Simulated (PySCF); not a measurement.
Bonding in streptocyanine-1

Compound: streptocyanine-1, CH5N2 (charge +1).
Atom-mapped SMILES: `[NH2:1][CH:2]=[NH2+:3]` (hydrogens: H4, H5 on N1; H6 on C2; H7, H8 on N3)

Geometry (PBE0-D3(BJ)/def2-TZVP, Å), atoms numbered from 1 in this order:
```
atom  x, y, z in Å
N1     1.1171    0.3671    0.0604
C2     0.0797   -0.4226    0.0486
N3    -1.1608   -0.0370   -0.0619
H4     1.0448    1.3718   -0.0175
H5     2.0434   -0.0214    0.1505
H6     0.2640   -1.4887    0.1383
H7    -1.4324    0.9322   -0.1503
H8    -1.9010   -0.7219   -0.0625
```

Bond orders from the PBE0/pcSseg-2 density (PySCF). One conformer (not necessarily the lowest) at the PBE0-D3(BJ)/def2-TZVP geometry, without solvent, vibrations or thermal averaging.

(1) How far do the computed orders between heavy atoms stray from the drawn ones?

(2) Give the Mayer order of every bond, beside its length.

(3) Sum the orders of all bonds at each heavy atom with more than one neighbour and set the sums beside the valence in the SMILES.

Results:

(1) The largest departure is 0.508, at N1–C2 (drawn single, 1.508). Drawn single, order above 1.12: N1–C2 (1.508). Drawn double or triple, more than 0.30 short of the drawn order: C2–N3 (1.508). The SMILES, with its formal charges, is one Lewis structure only.

(2) 
| bond | drawn as | length (Å) | Mayer order |
| --- | --- | --- | --- |
| N1–C2 | single | 1.304 | 1.508 |
| C2–N3 | double | 1.304 | 1.508 |
| N1–H4 | single | 1.010 | 0.948 |
| N1–H5 | single | 1.008 | 0.945 |
| C2–H6 | single | 1.086 | 0.960 |
| N3–H7 | single | 1.010 | 0.948 |
| N3–H8 | single | 1.008 | 0.945 |

(3) N1 3.401 (drawn 3), C2 3.976 (drawn 4), N3 3.401 (drawn 4). Orders between atoms that aren't bonded are not in these sums.

Mayer orders depend on the basis set.
